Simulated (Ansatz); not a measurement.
A rate constant, worked out

An elementary step of C₂H₅F, singlet (C₂H₅F (CCF) → C₂H₄ (C=C) + HF; F–C, C–H broken or loosened, F–H formed or tightened). The start structure is the reactant molecule, and the electronic barrier above it is 2.733 eV by CCSD(T) at an estimated basis limit (MP2 extrapolated from triple and quadruple zeta, plus CCSD(T) − MP2 in triple zeta). Ansatz 0.2.0; basis: def2-TZVPP and def2-QZVPP; cores frozen in the correlated methods. Extrapolation: Hartree–Fock as exp(−7.88 √X), correlation as X^−2.97. Harmonic wavenumbers at PBE0-D4/def2-TZVP (Ansatz 0.2.0), in cm⁻¹:

Start: 256, 415, 810, 900, 1092, 1134, 1187, 1302, 1392, 1423, 1473, 1491, 1515, 3050, 3057, 3093, 3134, 3145.

Saddle: 1736i, 471, 488, 578, 811, 900, 922, 1126, 1232, 1260, 1300, 1459, 1542, 1645, 3160, 3181, 3249, 3281.

Q: Work out the transition-state-theory rate constant at 500 K from these numbers alone (harmonic vibrations; rotation, path degeneracy and anharmonicity left out), and the Wigner tunnelling factor. Use 1 cm⁻¹ = 1.2398 × 10⁻⁴ eV and k_B = 8.617 × 10⁻⁵ eV/K.

A: Zero-point energies, half the sums: start 29869/2 cm⁻¹ = 1.8516 eV; saddle, real modes only, 26605/2 cm⁻¹ = 1.6493 eV.
Barrier with zero-point energy: 2.733 + 1.6493 − 1.8516 = 2.5307 eV.
k_BT = 0.04309 eV, so the barrier is 58.74 k_BT.
Vibrational partition functions from the zero-point level, ln q = −Σ ln(1 − exp(−hν/k_BT)): start 1.410, saddle 1.200.
k = (k_BT/h) exp(ln q‡ − ln q) exp(−E0/k_BT), with log₁₀(k_BT/h in s⁻¹) = 13.02: log₁₀ k = 13.02 + (-0.210 − 58.74)/2.3026 = -12.58, so k ≈ 3 × 10^(-13) s⁻¹.
Wigner factor: 1 + (hν‡/k_BT)²/24 = 1 + (5.00)²/24 = 2.04, too large for this simple formula to be trusted. A change of 1 kcal/mol (0.043 eV) in the barrier would change k by a factor of 2.7 at this temperature.

No T1 diagnostic of these runs exceeds 0.021.

For scale, one of the runs: CCSD(T)/def2-TZVPP, 163 basis functions, launched by `ansatz run in.yaml --threads 2 --pin off --events-out ev --progress --plain --max-ram 4352MiB`. Hardware: 2 CPU threads of an Intel Xeon 6975P-C, shared host. Wall time 9.5 s; peak host memory 1.4 GiB.
